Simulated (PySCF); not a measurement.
Bonds: Al1-C4 1.954 Å, C4-Si5 1.877 Å. Al1 carries H2, H3; C4 carries H6, H7; Si5 carries H8, H9, H10.

Level of theory: geometry: PBE0-D3(BJ)/def2-SVP, B3LYP/pcSseg-1 (pcSseg-2 on Al) with gauge-including orbitals, in PySCF (gas phase, a single conformation, equivalent nuclei averaged, no relativistic terms).

δ = σ(ref) − σ, references computed at the same level: TMS for $^{13}$C (σ = 179.24 ppm), $^{1}$H (σ = 31.38 ppm), $^{29}$Si (σ = 337.86 ppm); [Al(H2O)6]3+ for $^{27}$Al (σ = 571.15 ppm).

```csv
atoms,nucleus,count,δ (ppm)
Al1,$^{27}$Al,1,310.1
H2/H3,$^{1}$H,2,5.30
H6/H7,$^{1}$H,2,-0.03
Si5,$^{29}$Si,1,-80.1
C4,$^{13}$C,1,?
H8/H9/H10,$^{1}$H,3,?
```

Q: Estimate the values marked ?.

A: 
- C4: -5.9 ppm, carbon bonded to Al, Si, 2 H
- H8/H9/H10: 4.00 ppm, hydrogen on a silicon bonded to C

Hydrides on Al or Ga are broadened by the quadrupolar metal nucleus. Shifts are as computed, not scaled to solution data. Of 1211 compounds with measured shifts, 218 miss one by over three times the rms of a fit or turn the order of signals round; such compounds aren't used in these exercises.
